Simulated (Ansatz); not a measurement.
**Scandium, hcp under PBE: convergence with the Methfessel-Paxton smearing**

A convergence test of the Methfessel-Paxton smearing width. The geometry was relaxed under PBE beforehand and stays fixed; 7 values are run, from 0.01 to 1.0 eV. Wanted are the values from which on the energy stays within 10 and 1 meV/atom, and the pressure within 0.5 GPa, of the narrowest run. Within the series other settings stay. Spin polarisation is left out.

Method: DFT PBE, plane waves with PAW, scalar-relativistic, in Ansatz 0.2.0.

### Step 1. The starting structure

The structure is hexagonal, space group P6_3/mmc (No. 194). The conventional cell has a = 3.319 Å, b = 3.319 Å, c = 5.184 Å, α = 90.00°, β = 90.00°, γ = 120.00°. Around Sc (site symmetry -6m2) lie 12 Sc at 3.22 to 3.32 Å.

Coordinates:

```
CELL_PARAMETERS angstrom
3.31936 0.00000 0.00000
-1.65968 2.87465 0.00000
0.00000 0.00000 5.18426
ATOMIC_POSITIONS crystal
Sc 0.33333 0.66667 0.25000
Sc 0.66667 0.33333 0.75000
```

### Step 2. Width 0.01 eV

The run at 0.01 eV.

Contents of input.yaml:

```yaml
crystal:
  lattice:
    - [3.3193628924, 0.0, 0.0]
    - [-1.6596814462, 2.8746525892, 0.0]
    - [0.0, 0.0, 5.1842605006]
  atoms:
    - { symbol: Sc, position: [0.3333333333, 0.6666666667, 0.25] }
    - { symbol: Sc, position: [0.6666666667, 0.3333333333, 0.75] }
hamiltonian:
  xc: pbe
  pseudopotentials:
    kind: paw
    azcp:
      Sc: "pseudopotentials/Sc.paw.azcp"
basis:
  ecutwfc: 420
  fft_grid_basis: typed
kpoints:
  mp_grid: { grid: [11, 11, 6], shift: [0, 0, 0] }
magnetization:
  spin_polarized: false
scf:
  occupations: { method: methfessel_paxton, width: 0.01 }
  lower_state_search: "off"
output:
  stress: true
```

Started as:

```bash
$ ansatz run input.yaml --threads 1 --pin off --max-ram 3584MiB --backend cpu --events-out ev --progress --plain --runs-dir out
```

### Step 3. Width 0.03 eV

The run at 0.03 eV.

Changes to input.yaml since step 2:

```diff
@@ -22,3 +22,3 @@
 scf:
-  occupations: { method: methfessel_paxton, width: 0.01 }
+  occupations: { method: methfessel_paxton, width: 0.03 }
   lower_state_search: "off"
```

### Step 4. Width 0.1 eV

The run at 0.1 eV.

Changes to input.yaml since step 3:

```diff
@@ -22,3 +22,3 @@
 scf:
-  occupations: { method: methfessel_paxton, width: 0.03 }
+  occupations: { method: methfessel_paxton, width: 0.1 }
   lower_state_search: "off"
```

### Step 5. Width 0.2 eV

The run at 0.2 eV.

Changes to input.yaml since step 4:

```diff
@@ -22,3 +22,3 @@
 scf:
-  occupations: { method: methfessel_paxton, width: 0.1 }
+  occupations: { method: methfessel_paxton, width: 0.2 }
   lower_state_search: "off"
```

### Step 6. Width 0.3 eV

The run at 0.3 eV.

Changes to input.yaml since step 5:

```diff
@@ -22,3 +22,3 @@
 scf:
-  occupations: { method: methfessel_paxton, width: 0.2 }
+  occupations: { method: methfessel_paxton, width: 0.3 }
   lower_state_search: "off"
```

### Step 7. Width 0.6 eV

The run at 0.6 eV.

Changes to input.yaml since step 6:

```diff
@@ -22,3 +22,3 @@
 scf:
-  occupations: { method: methfessel_paxton, width: 0.3 }
+  occupations: { method: methfessel_paxton, width: 0.6 }
   lower_state_search: "off"
```

### Step 8. Width 1.0 eV

The run at 1.0 eV.

Changes to input.yaml since step 7:

```diff
@@ -22,3 +22,3 @@
 scf:
-  occupations: { method: methfessel_paxton, width: 0.6 }
+  occupations: { method: methfessel_paxton, width: 1.0 }
   lower_state_search: "off"
```

(Steps that only read results are left out.)

What does the calculation give?

The runs gave:

| quantity | value |
| --- | --- |
| E(σ → 0) stays within 10 meV/atom of 0.01 eV | up to 0.6 eV |
| E(σ → 0) stays within 1 meV/atom | up to 0.1 eV |
| pressure stays within 0.5 GPa | up to 1.0 eV |
| pressure at 0.01 eV | -0.28 GPa |
| energy of a separate run on a finer mesh (18×18×10) | -0.9 meV/atom from 0.01 eV |

**Reading.** The far end, 1.0 eV, lies -22.2 meV/atom and +0.1 GPa from the yardstick. The free energy F moves by -25.1 meV/atom over the range, and the estimate for σ → 0 by -22.2. This scheme cancels the term in the square of the width, so F moves little up to 0.2 eV. The mesh (11×11×6) is fixed, so the narrowest widths carry a k-point error of their own. The yardstick itself is unsettled by 0.9 meV/atom against the finer mesh, so the thresholds above hold only within this series, and wider smearing, which averages over more states, can land nearer the fine-mesh value than the narrowest does.
